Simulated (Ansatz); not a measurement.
# Worked example: H₂Si–B, sextet against H2Si–B, quartet

Geometry (PBE0/def2-TZVP stationary point of a quartet), kept for both states (H2Si–B, quartet: A2; H2Si–B, sextet: B2):

```xyz
4

Si    0.0000    0.0000    0.4518
B     0.0000    0.0000   -1.4188
H     0.0000    1.2127    1.3144
H     0.0000   -1.2127    1.3144
```

Basis 6-31G; Ansatz 0.2.0. Only valence electrons are correlated (noble-gas cores frozen). Prefix R: restricted or restricted open-shell reference; prefix U: unrestricted.

Full CI is exact within this basis and frozen core; it isn't the basis-set limit. The frozen core follows each run's orbitals, which can shift R against U totals by a few meV.

```
   level  E(H2Si–B, quartet) (hartree)  E(H2Si–B, sextet) (hartree)
     UHF                   -314.554180                  -314.328608
    UMP2                   -314.620989                  -314.377392
UCCSD(T)                   -314.647978                  -314.401637
     PBE                   -315.089833                  -314.830777
  r2SCAN                   -315.246574                  -314.992653
 full CI                   -314.648792                  -314.402341
```

Q: Give the vertical gap, H2Si–B sextet less H2Si–B quartet, at each level in eV (1 hartree = 27.2114 eV), and each error against full CI.

A: full CI: (-314.402341 − (-314.648792)) × 27.2114 = 6.706 eV (the reference)
r2SCAN: (-314.992653 − (-315.246574)) × 27.2114 = 6.910 eV, error 0.204 eV
PBE: (-314.830777 − (-315.089833)) × 27.2114 = 7.049 eV, error 0.343 eV
UCCSD(T): (-314.401637 − (-314.647978)) × 27.2114 = 6.703 eV, error -0.003 eV
UMP2: (-314.377392 − (-314.620989)) × 27.2114 = 6.629 eV, error -0.077 eV
UHF: (-314.328608 − (-314.554180)) × 27.2114 = 6.138 eV, error -0.568 eV

Total energies of functionals can't be set beside those of wave-function methods, since they hold the core's correlation and their own absolute errors; only the differences compare.

The set has no polarisation functions, so the order and spacing of states can differ from the basis-set limit.

In so small a basis the reference is far from its limit while semilocal and hybrid functionals are nearer theirs, so the functionals' errors here hold much of the reference's basis and frozen-core error, which can add to them or hide them.

Each level lands on the state that its own search finds. T1 diagnostics of restricted CCSD: 0.020 and 0.023.
